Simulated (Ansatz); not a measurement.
Mulliken charges of C₂HF, SMILES `C#CF` from ωB97M-V/def2-TZVPP in Ansatz (PBE0-D4/def2-TZVP geometry).

```
atom   x (Å)   y (Å)   z (Å)  charge (e)
  C1  -0.347   0.438  -0.295      -0.180
  C2   0.317  -0.396   0.239       0.083
  F3   1.024  -1.284   0.807      -0.138
  H4  -0.939   1.182  -0.771       0.235
```

Task: By hand: the dipole of these point charges (1 e Å = 4.8032 D).

Result: Σ q r = (-0.273, 0.343, -0.220) e Å, of length 0.490 e Å = 2.35 D.

Task: How does the dipole of the full density compare? (Best estimate.)

Result: The calculation gave: (-0.064, 0.080, -0.051) e Å, 0.55 D; the point charges give 4.27 times that, at 0° from its direction.

Point charges leave out the atoms' own dipoles, such as those of lone pairs, and Mulliken's split depends on the basis, so the two needn't agree.
